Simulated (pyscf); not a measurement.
HAs=Ga–AsH₂ (SMILES [AsH]=[Ga][AsH2]) + H₂ (SMILES [H][H]) → H₂As–GaH–AsH₂ (SMILES [AsH2][GaH][AsH2]) (addition across a multiple bond or ene-type step; singlet surface; H–H broken, As–H, Ga–H formed). PySCF, gas phase, ωB97X-D3(BJ)/def2-SVP geometries. Energies in kJ/mol from the separated reactants.

```
level                   barrier  reaction energy
----------------------  -------  ---------------
ωB97X-D3(BJ)/def2-TZVP    119.8           -110.6
r²SCAN/def2-TZVP           89.4            -97.7
B3LYP-D3(BJ)/def2-TZVP        …            -91.6
PBE0-D3(BJ)/def2-TZVP      90.8           -105.6
M06-2X/def2-TZVP          114.2            -92.5
HF/def2-TZVP                  …                …
```

Task: What belongs in the gaps?

Result: 
- B3LYP-D3(BJ)/def2-TZVP, barrier: 108.5
- HF/def2-TZVP, barrier: 161.7
- HF/def2-TZVP, reaction energy: -123.7

The functionals in the table span 30.4 kJ/mol in this barrier, from r²SCAN to ωB97X-D3(BJ)/def2-TZVP. At the saddle there is also a short Ga–H contact that neither side keeps. One saddle was located; it need not be the lowest between these sides. Elements up to Kr have no core potential and no relativistic terms here.
